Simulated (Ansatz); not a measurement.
# CH₄ + SiH₃ radical: a complex and its separated parts

Aim: how far the complex at one end of a reaction step lies below its separated, relaxed parts, level by level.

Program: Ansatz 0.2.0, Gaussian basis. Level of theory: PBE0-D4/def2-TZVP structures, single points in def2-TZVPP, no counterpoise correction. These are calculated values, not measurements.

Levels: SPW92, PBE-D4, BLYP-D4, r2SCAN-D4, B97M-V, PBE0-D4, B3LYP-D4, r2SCAN0-D4, BHLYP-D4, CAM-B3LYP-D4, wB97X-V, wB97M-V, B2PLYP, PBE-QIDH, RPA on PBE, Hartree-Fock, MP2, CCSD, CCSD(T).

Correlated methods freeze the cores. Orbitals are unrestricted. B3LYP uses VWN-RPA correlation. B2PLYP carries no dispersion term here.

80 further runs of the same task are left out: 2 that didn't finish, 78 set aside as unsound or not needed.

## (1) The starting structure

The complex: 9 atoms, charge 0, spin multiplicity 2.

Atoms are counted from 1 here; the program's logs count them from 0.

Bond lengths: H1–C2 1.090 Å, C2–H4 1.090 Å, C2–H5 1.090 Å, C2–H6 1.090 Å, Si3–H7 1.486 Å, Si3–H8 1.486 Å, Si3–H9 1.486 Å. Angles: H1–C2–H4 109.5°, H1–C2–H5 109.5°, H1–C2–H6 109.5°, H4–C2–H5 109.5°, H4–C2–H6 109.5°, H5–C2–H6 109.5°, H7–Si3–H8 111.3°, H7–Si3–H9 111.3°, H8–Si3–H9 111.3°.

As a file:

```
atom     x (Å)     y (Å)     z (Å)
  H1  -0.44084  -0.20612   0.92007
  C2  -0.89364  -0.42006   1.88873
 Si3   0.97399   0.45994  -2.06273
  H4  -1.03331   0.51090   2.43768
  H5  -1.85936  -0.90239   1.73947
  H6  -0.24048  -1.08231   2.45648
  H7   1.50959   1.84490  -2.01075
  H8   2.06170  -0.53181  -2.26513
  H9  -0.07774   0.32704  -3.10382
```

Its parts: CH₄ holds atoms 1, 2, 4, 5, 6; SiH₃ radical holds atoms 3, 7, 8, 9. Each part counts its atoms afresh in its own runs.

## (2) Relaxing CH₄ alone

relax-a/in.yaml

```yaml
crystal:
  periodic: [false, false, false]
  atoms:
    - {symbol: H, position_ang: [-0.440840, -0.206122, 0.920072]}
    - {symbol: C, position_ang: [-0.893643, -0.420057, 1.888731]}
    - {symbol: H, position_ang: [-1.033313, 0.510901, 2.437682]}
    - {symbol: H, position_ang: [-1.859362, -0.902388, 1.739473]}
    - {symbol: H, position_ang: [-0.240480, -1.082306, 2.456483]}
basis:
  gaussian: {orbitals: def2-TZVP}
hamiltonian: {xc: pbe0, dispersion: d4}
relax: {f_tol: 0.005, max_steps: 200}
```

Command:

```bash
$ ansatz run in.yaml --threads 2 --pin off --events-out ev --progress --plain --max-ram 4352MiB
```

Further steps of the session: Relaxing SiH₃ radical alone; SPW92/def2-TZVPP; PBE-D4/def2-TZVPP; BLYP-D4/def2-TZVPP; r2SCAN-D4/def2-TZVPP; B97M-V/def2-TZVPP; PBE0-D4/def2-TZVPP; B3LYP-D4/def2-TZVPP; r2SCAN0-D4/def2-TZVPP; BHLYP-D4/def2-TZVPP; CAM-B3LYP-D4/def2-TZVPP; wB97X-V/def2-TZVPP; wB97M-V/def2-TZVPP; B2PLYP/def2-TZVPP; PBE-QIDH/def2-TZVPP; RPA on PBE/def2-TZVPP; CCSD(T)/def2-TZVPP; CCSD(T)/def2-QZVPP; Vibrations of CH₄; Vibrations of SiH₃ radical.

Q: Predict the outcome of this session. Wanted: complex less parts, CCSD(T)/def2-TZVPP; with zero-point energy; largest T1 diagnostic.

The runs gave:

```
                              quantity       value
complex less parts, CCSD(T)/def2-TZVPP  -0.0057 eV
                with zero-point energy  +0.0023 eV
                 largest T1 diagnostic       0.016
```

At CCSD(T) the complex lies 0.0057 eV below its parts. Among the functionals wB97M-V lands nearest to CCSD(T) (+0.0029 eV) and SPW92 farthest (-0.0374 eV). By rung, the mean size of the error is: LDA 0.0374, GGA 0.0168, meta-GGA 0.0123, hybrid 0.0120, range-separated hybrid 0.0060, double hybrid 0.0062 eV. PBE-D4 gives a relative energy 0.0212 eV too low, an error of 373 % of the reference. The complex's frequency run has imaginary modes: the structure is no minimum, so both the energy and the zero-point correction are in doubt. No counterpoise was applied, and triple zeta lacks some correlation, so the CCSD(T) reference has a basis error of its own, and close matches with it are partly luck.
